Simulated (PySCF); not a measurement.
Gas-phase reaction: H₃SiOH + 3 SiF₃ = 4 SiHF + 5 F + O

Energies from PySCF, thermal terms from the rigid-rotor harmonic-oscillator model, ideal gas at 1 bar. † marks an energy on the PBE0/def2-TZVP geometry and frequencies; other levels use their own. MP2 and CCSD(T) freeze the core. 6-31G* has spherical d functions here. Open shells (unrestricted): SiF₃ (multiplicity 2), F (multiplicity 2, electronic degeneracy 6), O (multiplicity 3, electronic degeneracy 9); the rest are closed-shell singlets. Spin-orbit splitting is ignored; it lowers the true energy and changes the entropy of F, O. B3LYP is the form with VWN-RPA correlation. H₃SiOH, SiHF: computed as isolated molecules; such fragments, hydroxides, amides, oligomers or adducts are transient or little studied in the gas. MP2 isn't extrapolated to the basis-set limit; its ΔH°(298 K) is 3180.8 kJ in def2-SVP and 3459.2 kJ in def2-TZVPP. CCSD(T) isn't extrapolated to the basis-set limit; its ΔH°(298 K) is 2921.3 kJ in def2-SVP and 3194.7 kJ in def2-TZVPP. The harmonic model lacks anharmonicity and excited electronic states, which grow with temperature; levels with a mode under 35 cm⁻¹ are left out. Internal rotation in H₃SiOH is treated as a harmonic vibration of one conformer, which makes the entropy rough.

| level | ΔE electronic, kJ | ΔH°(298 K), kJ | ΔS°(298 K), J/K | ΔG°(1000 K), kJ |
|---|---|---|---|---|
| B3LYP/6-31G* | 3175 | 3121 | 813 | 2299 |
| BLYP/def2-TZVP† | 3258 | 3204 | 814 | 2381 |
| CCSD(T)/def2-SVP† | 2976 | 2921 | 814 | 2099 |
| HF/6-31G* | 2453 | 2395 | 820 | 1565 |
| MP2/def2-SVP† | 3235 | 3181 | 814 | 2358 |
| MP2/def2-TZVPP† | 3514 | 3459 | 814 | 2636 |
| PBE/def2-SVP | 3313 | 3261 | 809 | 2445 |
| PBE/def2-TZVP† | 3388 | 3334 | 814 | 2511 |
| PBE0/def2-QZVP† | 3320 | 3265 | 814 | 2443 |
| PBE0/def2-TZVP | 3299 | 3244 | 814 | 2422 |
| ωB97M-V/def2-TZVP† | 3265 | 3211 | 814 | 2388 |
ΔH° is lowest at HF/6-31G* and highest at MP2/def2-TZVPP†. No reference value is set beside these.
